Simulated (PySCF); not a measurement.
Compound: CFCl3.
Numbering: `[F:1][C:2]([Cl:3])([Cl:4])[Cl:5]`

Geometry (GFN2-xTB, Å), atoms numbered from 1 in this order:
```xyz
5
CCl3F angstrom
F      0.0603   -0.1410    1.3961
C      0.0046   -0.0063    0.0667
Cl    -0.4579    1.6606   -0.3126
Cl     1.6028   -0.3706   -0.6039
Cl    -1.2011   -1.1397   -0.5634
```

The closed-shell ground state was solved at several levels (PySCF, density fitting, gas phase, non-relativistic).

| level | basis functions | total energy (Eh) | HOMO (eV) | LUMO (eV) | gap (eV) | dipole (D) |
| --- | --- | --- | --- | --- | --- | --- |
| B97-D/aug-cc-pVDZ | 127 | -1518.5612 | -7.75 | -2.41 | 5.34 | 0.29 |
| X3LYP/cc-pVTZ | 162 | -1518.4900 | -8.90 | -1.41 | 7.49 | 0.33 |
| LDA/aug-cc-pVDZ | 127 | -1513.1633 | -7.86 | -2.61 | 5.25 | 0.32 |
| KT2/aug-cc-pVDZ | 127 | -1530.7203 | -7.85 | -2.64 | 5.21 | 0.31 |
| KT3/aug-cc-pVDZ | 127 | -1529.5897 | -7.90 | -2.62 | 5.28 | 0.30 |
| BLYP/aug-cc-pVDZ | 127 | -1518.5355 | -7.58 | -2.34 | 5.24 | 0.31 |
| PW91/cc-pVTZ | 162 | -1518.5739 | -7.71 | -2.36 | 5.35 | 0.22 |
| PBE/aug-cc-pVDZ | 127 | -1517.8731 | -7.74 | -2.45 | 5.29 | 0.28 |

(1) Estimate the row for HF/aug-cc-pVDZ, a basis of 127 functions; the other rows only guide the guess.

(2) Over all these levels, which gives the widest orbital gap and which the narrowest?

(3) How far do the dipole and the HOMO energy spread over the levels?

## Answers

(1) Total energy -1515.8057 Eh, HOMO -12.64 eV, LUMO 1.59 eV, gap 14.23 eV, dipole 0.50 D.

(2) HF/aug-cc-pVDZ (Hartree–Fock, all exact exchange) has the widest, 14.23 eV, and KT2/aug-cc-pVDZ (GGA) the narrowest, 5.21 eV. The two share the basis. From the narrowest to the widest the HOMO moves by -4.79 eV and the LUMO by +4.23 eV.

(3) The dipole runs from 0.22 to 0.50 D (mean 0.32 D) and the HOMO from -12.64 to -7.58 eV.

The pairwise dispersion term of B97-D wasn't added to the energies; at a given geometry it leaves orbitals and properties as they are.
